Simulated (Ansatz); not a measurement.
# Two structures, one formula

Two relaxed structures of CH₃SSi (charge -1), closed shell (PBE0-D4/def2-TZVPD; forces vanish, vibrations not checked).

A:

C1  (-0.997, -0.364, 0.266)
Si2  (0.750, 0.258, 0.403)
S3  (-1.844, 0.021, -1.093)
H4  (1.682, -0.905, 0.608)
H5  (1.397, 1.095, -0.690)
H6  (0.894, 1.076, 1.658)
(Å)

B:

```xyz
6
angstrom
C -0.7003 -1.0631 0.1990
Si 0.3967 0.3821 0.2399
S -1.4821 0.5564 -0.6642
H -0.4269 -1.7077 -0.6533
H 1.5703 0.7147 -0.6444
H 0.6423 1.1175 1.5230
```

Computed with Ansatz 0.2.0 (basis: def2-TZVPPD); correlated methods freeze the cores. B3LYP uses VWN-RPA correlation.

**Question.** Which structure is lower at CCSD(T), and by how much? (Judge from chemistry; the value comes from the calculation.)

**Answer.** The calculation gives: B, by 44.1 kJ/mol (electronic energy, against the other). By their contacts, A is CH₃SSi ([SiH3][C][S]), total charge -1 and B is CH₃SSi ([CH]1[SiH2][S]1), total charge -1.

All methods give the same order:

| method | E(B) − E(A) (kJ/mol) |
| --- | --- |
| PBE-D4 | -55.9 |
| r2SCAN-D4 | -60.6 |
| PBE0-D4 | -60.5 |
| B3LYP-D4 | -36.0 |
| wB97M-V | -47.0 |
| HF | -13.2 |
| MP2 | -64.0 |
| CCSD | -41.1 |
| CCSD(T) | -44.1 |

No T1 diagnostic of these runs exceeds 0.024. The restricted Hartree–Fock reference is unstable towards an unrestricted one at one or more of these structures.

Labels in which every atom is bracketed show which atoms are joined, not bond orders.

For scale, one of the runs: CCSD(T)/def2-TZVPPD, 187 basis functions, launched by `ansatz run in.yaml --threads 2 --pin off --events-out ev --progress --plain --max-ram 4352MiB`. The run took 43 s on 2 CPU threads of an Arm Neoverse V1 (shared host), with 1.8 GiB of host memory at its peak.
